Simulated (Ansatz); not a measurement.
How far each method lies from UCCSDT(Q) for [NH2···H···CH3], doublet

Geometry: a point of a hydrogen-transfer path between rigid fragments, not a stationary point.

| atom | x (Å) | y (Å) | z (Å) |
| --- | --- | --- | --- |
| N | -1.2557 | -0.0178 | -0.0277 |
| H | -1.5529 | 0.9501 | -0.0277 |
| H | -1.5529 | -0.4201 | 0.8526 |
| H | -0.2432 | -0.0178 | -0.0277 |
| C | 1.3943 | -0.0178 | -0.0277 |
| H | 1.3943 | -1.0978 | -0.0277 |
| H | 1.3943 | 0.5222 | 0.9077 |
| H | 1.3943 | 0.5222 | -0.9630 |

Basis cc-pVDZ; Ansatz 0.2.0. Only valence electrons are correlated (noble-gas cores frozen), which leaves 15 electrons in 56 orbitals. R marks a restricted (for open shells ROHF) determinant, U an unrestricted one. Active spaces: pair = (3e, 3o) about the gap.

Full CI isn't at hand for all of this; UCCSDT(Q) serves as the reference, and is uncertain by about the last step of the cluster series. The frozen core follows each run's orbitals, which can shift R against U totals by a few meV.

For open shells CISD is restricted-active-space CI with the open shells as a complete middle space.

```
UHF ⟨S²⟩                          : 0.765
T1 diagnostic (RCCSD)             : 0.0145
largest doubles amplitude (RCCSD) : 0.036
T1 diagnostic (UCCSD)             : 0.0097
```

| level | E − E(UCCSDT(Q)) (mEh) | share of correlation (%) | wall time |
| --- | --- | --- | --- |
| RHF | 372.97 | 0.00 | – |
| UHF | 367.92 | 1.36 | – |
| RMP2 | 46.32 | 87.58 | – |
| UMP2 | 46.60 | 87.50 | – |
| CISD | 41.07 | 88.99 | 13 s |
| RCCSD | 8.72 | 97.66 | – |
| UCCSD | 8.64 | 97.68 | – |
| RCCSD(T) | 1.24 | 99.67 | 2.5 s |
| UCCSD(T) | 1.24 | 99.67 | 2.3 s |
| BCCD(T) | 1.24 | 99.67 | 3.2 s |
| RCCSDT | 0.52 | 99.86 | – |
| UCCSDT | 0.50 | 99.86 | – |
| RCCSDT(Q) | 0.03 | 99.99 | 13 s (H100) |
| CASSCF (pair space) | 355.11 | 4.79 | – |
| MRCISD (pair space) | 37.84 | 89.85 | – |
| MRCISD+Q (pair space) | 4.67 | 98.75 | 2.5 s (H100) |

The correlation energy at UCCSDT(Q), counted from RHF, is -10.149 eV. That run took 7.5 s on 2 threads of AMD EPYC 7R13 with a shared H100 80 GB, shared host.

Run but not shown, since their state or frozen core can't be matched to the reference's or they repeat it: NEVPT2 (pair space).

Times hold each run's SCF and search for its determinant on a shared host, so for small cases they say little of a method's own cost; rows without a card ran on 1 thread of AMD EPYC 7R13.
